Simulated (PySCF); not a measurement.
**SiHOH: relaxation and vibrations of the triplet**

Aim: relax SiHOH as a triplet from a linear start, check by its vibrations whether the end is a minimum, and collect its spectrum and constants.

Method: PBE0, basis Si def2-TZVP, H def2-TZVP, O def2-TZVP, no relativity, density fitting; program: PySCF 2.14.0.

### 1 Where the work starts

4 atoms, charge 0, spin multiplicity 3.

Bond lengths: Si1–H2 1.480 Å, Si1–O3 1.790 Å, O3–H4 0.960 Å. Angles: H2–Si1–O3 180.0°, Si1–O3–H4 130.0°.

Coordinates in bohr (charge 0 multiplicity 3):
```
Si    0.0000    0.0000    0.0000
H     0.0000    0.0000    2.7968
O     0.0000    0.0000   -3.3826
H     1.3897    0.0000   -4.5488
```

### 2 The SCF at the typed geometry

The steps below are one call of a driver around PySCF. For each, scf.py gives the equivalent set-up of the SCF; relaxations use the driver's own optimiser. After this first run the driver tries any further starts and a stability analysis.

Input file scf.py:

```python
from pyscf import gto, scf, dft
mol = gto.M(atom='''
Si     0.000000     0.000000     0.000000
H      0.000000     0.000000     1.480000
O      0.000000     0.000000    -1.790000
H      0.735400     0.000000    -2.407100''',
    basis={'Si': 'def2-TZVP', 'H': 'def2-TZVP', 'O': 'def2-TZVP'},
    charge=0, spin=2)
mf = dft.UKS(mol, xc='PBE0')
mf.grids.atom_grid = (50, 194)
aux = {'Si': 'def2-universal-JKFIT', 'H': 'def2-universal-JKFIT', 'O': 'def2-universal-JKFIT'}
mf = mf.density_fit(auxbasis=aux)
mf.conv_tol = 1e-08
mf.diis_space = 10
mf.max_cycle = 60
mf.init_guess = 'minao'
mf.verbose = 4
mf.kernel()
```

Started as:

```console
$ OMP_NUM_THREADS=2 python axn.py task.json out
```

Log:

```text
init E= -365.604813725071
[... the frontier-level lines of each cycle are left out ...]
cycle= 1 E= -365.509771025862  delta_E= 0.095  |g|= 0.539  |ddm|= 1.58
cycle= 2 E= -364.661565612391  delta_E= 0.848  |g|= 1.44  |ddm|= 1.07
cycle= 3 E= -365.620842050831  delta_E= -0.959  |g|= 0.0785  |ddm|= 0.888
cycle= 4 E= -365.625059223366  delta_E= -0.00422  |g|= 0.0257  |ddm|= 0.159
cycle= 5 E= -365.625429524008  delta_E= -0.00037  |g|= 0.00527  |ddm|= 0.0254
cycle= 6 E= -365.625445295602  delta_E= -1.58e-05  |g|= 0.00127  |ddm|= 0.00889
cycle= 7 E= -365.625446377374  delta_E= -1.08e-06  |g|= 0.000343  |ddm|= 0.00241
cycle= 8 E= -365.625446497624  delta_E= -1.2e-07  |g|= 9.2e-05  |ddm|= 0.000884
cycle= 9 E= -365.625446511964  delta_E= -1.43e-08  |g|= 4.16e-05  |ddm|= 0.000204
cycle= 10 E= -365.625446515109  delta_E= -3.14e-09  |g|= 1.44e-05  |ddm|= 8.05e-05
Extra cycle  E= -365.625446515339  delta_E= -2.31e-10  |g|= 1.83e-05  |ddm|= 3.06e-05
converged SCF energy = -365.625446515339  <S^2> = 2.0096135  2S+1 = 3.0064021
```

This step, with its further starts and checks, took 8.4 s on 2 threads of Arm Neoverse V1, shared host.

Energies from each starting density:

```
                      start  energy (Eh)
    the minimal-basis guess  -365.625447
a thermally smeared density  -365.625447
      a smeared PBE density  -365.625447
```

The test of internal stability and the other starts found no lower solution of this spin.

### 3 Relaxation: linear start, triplet

The program finds Cs symmetry in the start, which this walk keeps.

Edit scf.py of step 2 so:

```diff
@@ -3,4 +3,4 @@
-Si     0.000000     0.000000     0.000000
-H      0.000000     0.000000     1.480000
-O      0.000000     0.000000    -1.790000
-H      0.735400     0.000000    -2.407100''',
+Si    -0.016116     0.000000     0.642898
+H     -0.016116     0.000000     2.122898
+O     -0.016116     0.000000    -1.147102
+H      0.719284     0.000000    -1.764202''',
@@ -16 +15,0 @@
-mf.init_guess = 'minao'
```

The optimiser's trace:

```
step  energy (Eh)  change (kJ/mol)  largest symmetric gradient (Eh/bohr)
   0  -365.625447             0.00                               0.07510
   1  -365.635615           -26.70                               0.03004
   2  -365.637573           -31.84                               0.01687
   3  -365.638102           -33.23                               0.00564
   4  -365.638230           -33.56                               0.00117
   5  -365.638236           -33.58                               0.00037
   6  -365.638238           -33.58                               0.00035
   7  -365.638239           -33.59                               0.00015
```

The walk took 8 s.

Geometry (Å) and forces (eV/Å) at some steps:

```
step 0
Si  -0.016   0.000   0.643   0.553   0.000  -3.862
H   -0.016   0.000   2.123  -0.131   0.000   1.621
O   -0.016   0.000  -1.147  -0.909   0.000   1.887
H    0.719   0.000  -1.764   0.488   0.000   0.354
step 1
Si   0.016   0.000   0.569   0.053   0.000  -1.545
H   -0.019   0.000   2.120   0.043   0.000   0.756
O   -0.053   0.000  -1.127  -0.015   0.000   0.329
H    0.727   0.000  -1.707  -0.081   0.000   0.459
step 4
Si  -0.017   0.000   0.502  -0.002   0.000   0.004
H    0.022   0.000   2.145   0.007   0.000  -0.008
O   -0.091   0.000  -1.165   0.055   0.000  -0.055
H    0.758   0.000  -1.627  -0.060   0.000   0.059
step 7
Si  -0.021   0.000   0.500   0.001   0.000   0.007
H    0.026   0.000   2.142  -0.001   0.000  -0.007
O   -0.094   0.000  -1.168  -0.004   0.000   0.001
H    0.760   0.000  -1.618   0.004   0.000  -0.002
```

It settles in Cs symmetry, 33.6 kJ/mol below the start, after 7 steps: O–H 0.965 Å, Si–H 1.643 Å, Si–O 1.669 Å; H–O–Si 115.3°, H–Si–O 179.1°.

### 4 Frequencies

The point is checked on the finer grid, and tightened if its gradient asks for it. The Hessian and the dipole derivatives come from central differences of analytic gradients, with steps of 0.02 bohr.

Edit scf.py of step 3 so:

```diff
@@ -3,4 +3,4 @@
-Si    -0.016116     0.000000     0.642898
-H     -0.016116     0.000000     2.122898
-O     -0.016116     0.000000    -1.147102
-H      0.719284     0.000000    -1.764202''',
+Si     0.007591     0.000000     0.590771
+H      0.053787     0.000000     2.231822
+O     -0.065759     0.000000    -1.076811
+H      0.788190     0.000000    -1.527550''',
@@ -10 +10 @@
-mf.grids.atom_grid = (50, 194)
+mf.grids.atom_grid = (75, 302)
@@ -13 +13 @@
-mf.conv_tol = 1e-08
+mf.conv_tol = 1e-10
```

The driver hands on the density of the step before, so the log starts near convergence.

SCF at the final geometry:

```text
init E= -365.638235956762
[... the frontier-level lines of each cycle are left out ...]
cycle= 1 E= -365.638235956761  delta_E= 5.68e-13  |g|= 1.72e-06  |ddm|= 3.05e-06
Extra cycle  E= -365.638235956758  delta_E= 2.84e-12  |g|= 3.2e-06  |ddm|= 2.81e-06
converged SCF energy = -365.638235956758  <S^2> = 2.0100214  2S+1 = 3.0066735
```

The whole step took 44 s.

Geometry: Cs; O–H 0.966 Å, Si–H 1.642 Å, Si–O 1.669 Å; H–O–Si 115.3°, H–Si–O 179.1°.

Modes, for the most abundant isotopes:

```
symmetry  ω (cm⁻¹)  IR (km/mol)  μ (u)
     a''     1208i          361   1.20
      a'       611         56.2   1.09
      a'       788          173   8.61
      a'       861         58.0   1.24
      a'      1332          159   1.04
      a'      3798         58.7   1.07
```

1 mode is imaginary, the largest at 1208i cm⁻¹: a saddle point, not a minimum.

Properties at this point:

- Dipole moment: 1.47 D
- Highest occupied level: -5.26 eV
- Lowest empty level: -2.78 eV
- Rotational constants: 24.12, 0.4724, 0.4633 cm⁻¹
- Zero-point energy (real modes): 44.2 kJ/mol
- Principal polarisabilities: 29.0, 35.1, 49.1 bohr³
- Atomisation energy without zero-point energy: 966 kJ/mol
- Principal traceless quadrupole moments about the centre of mass: -5.41, 2.68, 2.74 D Å
- Spin squared ⟨S²⟩: 2.010

Charges (e) and bond orders:

```json
{"atom": "Si1", "Mulliken": "0.10", "Löwdin": "0.04", "polar tensor": "0.24", "spin (Mulliken)": "1.47", "Mayer order to Si1": "–"}
{"atom": "H2", "Mulliken": "-0.02", "Löwdin": "-0.04", "polar tensor": "-0.01", "spin (Mulliken)": "0.47", "Mayer order to Si1": "0.66"}
{"atom": "O3", "Mulliken": "-0.40", "Löwdin": "-0.16", "polar tensor": "-0.51", "spin (Mulliken)": "0.03", "Mayer order to Si1": "1.17"}
{"atom": "H4", "Mulliken": "0.32", "Löwdin": "0.15", "polar tensor": "0.28", "spin (Mulliken)": "0.03", "Mayer order to Si1": "0.05"}
```

Outer orbital energies (eV). α occupied: -100.72, -28.72, -15.96, -13.04, -11.37, -10.45, -5.79, -5.26; empty: -2.78, 1.15, 3.94, 4.53. β occupied: -100.80, -100.63, -100.45, -28.38, -15.35, -11.92, -10.38, -10.34; empty: -1.92, -1.79, -1.15, 1.54.

Mulliken populations on Si1: s 5.68, p 7.89, d 0.29, f 0.04.

### 5 Downhill along the imaginary mode

The start is the last point, displaced along its most imaginary mode.

The program finds C1 symmetry in the start. Threshold on the gradient: 0.0003 Eh/bohr, with a further test on the energy change.

Edit scf.py of step 4 so:

```diff
@@ -3,4 +3,4 @@
-Si     0.007591     0.000000     0.590771
-H      0.053787     0.000000     2.231822
-O     -0.065759     0.000000    -1.076811
-H      0.788190     0.000000    -1.527550''',
+Si     0.007392     0.008542     0.590462
+H      0.053589    -0.120000     2.231512
+O     -0.065957    -0.007155    -1.077121
+H      0.787992    -0.003569    -1.527860''',
@@ -10 +10 @@
-mf.grids.atom_grid = (75, 302)
+mf.grids.atom_grid = (50, 194)
@@ -13 +13 @@
-mf.conv_tol = 1e-10
+mf.conv_tol = 1e-08
```

The optimiser's trace:

```
step  energy (Eh)  change (kJ/mol)  largest gradient (Eh/bohr)
   0  -365.639808             0.00                     0.02123
   1  -365.654592           -38.82                     0.02952
   2  -365.669356           -77.58                     0.03370
   3  -365.681517          -109.51                     0.02351
   4  -365.684997          -118.64                     0.01496
   5  -365.685808          -120.78                     0.00507
   6  -365.685895          -121.00                     0.00087
   7  -365.685908          -121.04                     0.00115
   8  -365.685913          -121.05                     0.00051
   9  -365.685916          -121.06                     0.00025
  10  -365.685918          -121.06                     0.00027
```

The walk took 13 s.

It settles in C1 symmetry, 121.1 kJ/mol below the start, after 10 steps: O–H 0.960 Å, Si–H 1.498 Å, Si–O 1.654 Å; H–O–Si 116.7°, H–Si–O 116.2°.

### 6 Vibrations and properties at this point

As before: finer grid, then central differences.

Edit scf.py of step 5 so:

```diff
@@ -3,4 +3,4 @@
-Si     0.007392     0.008542     0.590462
-H      0.053589    -0.120000     2.231512
-O     -0.065957    -0.007155    -1.077121
-H      0.787992    -0.003569    -1.527860''',
+Si    -0.050227     0.280807     0.535515
+H      0.205804    -0.614170     1.708520
+O      0.019043    -0.430526    -0.956046
+H      0.844727    -0.339798    -1.436955''',
@@ -10 +10 @@
-mf.grids.atom_grid = (50, 194)
+mf.grids.atom_grid = (75, 302)
@@ -13 +13 @@
-mf.conv_tol = 1e-08
+mf.conv_tol = 1e-10
```

Log of the central SCF (cycles and frontier levels):

```text
init E= -365.685921030973
[... the frontier-level lines of each cycle are left out ...]
cycle= 1 E= -365.685921030972  delta_E= 6.82e-13  |g|= 4.44e-07  |ddm|= 1.94e-06
Extra cycle  E= -365.685921030971  delta_E= 1.14e-12  |g|= 6.28e-07  |ddm|= 1.05e-06
converged SCF energy = -365.685921030971  <S^2> = 2.0029894  2S+1 = 3.0019923
```

The whole step took 48 s on 2 threads of Arm Neoverse V1, shared host.

Geometry: C1; O–H 0.960 Å, Si–H 1.497 Å, Si–O 1.654 Å; H–O–Si 116.6°, H–Si–O 116.2°.

Harmonic modes (main isotopes):

```tsv
symmetry	ω (cm⁻¹)	IR (km/mol)	μ (u)
a	371	87.4	1.10
a	669	12.9	1.12
a	812	200	1.70
a	901	15.2	2.56
a	2110	38.1	1.04
a	3886	131	1.07
```

Every mode is real; the point is a minimum.

Properties at this point:

- Dipole moment: 1.40 D
- Highest occupied level: -5.10 eV
- Lowest empty level: -3.12 eV
- Rotational constants: 7.201, 0.5188, 0.5031 cm⁻¹
- Zero-point energy: 52.3 kJ/mol
- Principal polarisabilities: 29.6, 30.2, 36.2 bohr³
- Atomisation energy without zero-point energy: 1091 kJ/mol
- Principal traceless quadrupole moments about the centre of mass: -4.04, -0.41, 4.45 D Å
- Entropy at 298.15 K and 1 bar (electronic part: spin only): 254.2 J/(mol K)
- Heat capacity Cp at 298.15 K: 48.1 J/(mol K)
- Enthalpy at 298.15 K above 0 K: 11.47 kJ/mol
- Rotational symmetry number: 1
- Spin squared ⟨S²⟩: 2.003

Populations by atom (charges in e):

```json
{"atom": "Si1", "Mulliken": "0.11", "Löwdin": "0.01", "polar tensor": "0.49", "spin (Mulliken)": "1.73", "Mayer order to Si1": "–"}
{"atom": "H2", "Mulliken": "0.03", "Löwdin": "-0.03", "polar tensor": "-0.10", "spin (Mulliken)": "0.17", "Mayer order to Si1": "0.91"}
{"atom": "O3", "Mulliken": "-0.48", "Löwdin": "-0.15", "polar tensor": "-0.70", "spin (Mulliken)": "0.10", "Mayer order to Si1": "1.20"}
{"atom": "H4", "Mulliken": "0.34", "Löwdin": "0.17", "polar tensor": "0.31", "spin (Mulliken)": "0.00", "Mayer order to Si1": "0.02"}
```

Outer orbital energies (eV). α occupied: -100.34, -28.68, -16.04, -13.12, -11.31, -10.46, -7.39, -5.10; empty: -0.18, 1.60, 2.04, 4.31. β occupied: -100.22, -100.16, -100.06, -28.38, -15.53, -12.09, -10.64, -9.96; empty: -3.12, -1.02, 0.44, 2.42.

Mulliken populations on Si1: s 5.41, p 8.19, d 0.26, f 0.04.

### 7 The points found, side by side

| spin | group | bonds | imaginary modes (cm⁻¹) | ΔE (kJ/mol) | with zero-point energy |
| --- | --- | --- | --- | --- | --- |
| triplet | C1 | O–H 0.960 Å, Si–H 1.497 Å, Si–O 1.654 Å | none | 0.0 | 0.0 |
| triplet | Cs | O–H 0.966 Å, Si–H 1.642 Å, Si–O 1.669 Å | 1208i | 125.2 | – |

### 8 Outcome

```
                                          quantity                                                                  value
                                           minimum                                                            triplet, C1
                                          geometry  O–H 0.960 Å, Si–H 1.497 Å, Si–O 1.654 Å; H–O–Si 116.6°, H–Si–O 116.2°
                                wavenumbers (cm⁻¹)                 371 (a), 669 (a), 812 (a), 901 (a), 2110 (a), 3886 (a)
                                     dipole moment                                                                 1.40 D
highest occupied, lowest empty level (either spin)                                                        -5.10, -3.12 eV
                        polar-tensor charge of Si1                                                                +0.49 e
                                 zero-point energy                                                            52.3 kJ/mol
                               entropy at 298.15 K                                                        254.2 J/(mol K)
         atomisation energy (no zero-point energy)                                                            1091 kJ/mol
                                              ⟨S²⟩                                                                  2.003
```

The linear start ends in a minimum without symmetry. The strongest infrared band lies at 812 cm⁻¹ (a). Most of the spin sits on Si1 (Mulliken spin 1.73, against 2 for the whole molecule). Other starts or spin states, not run here, may lie lower.

The search up to here took 2 min.
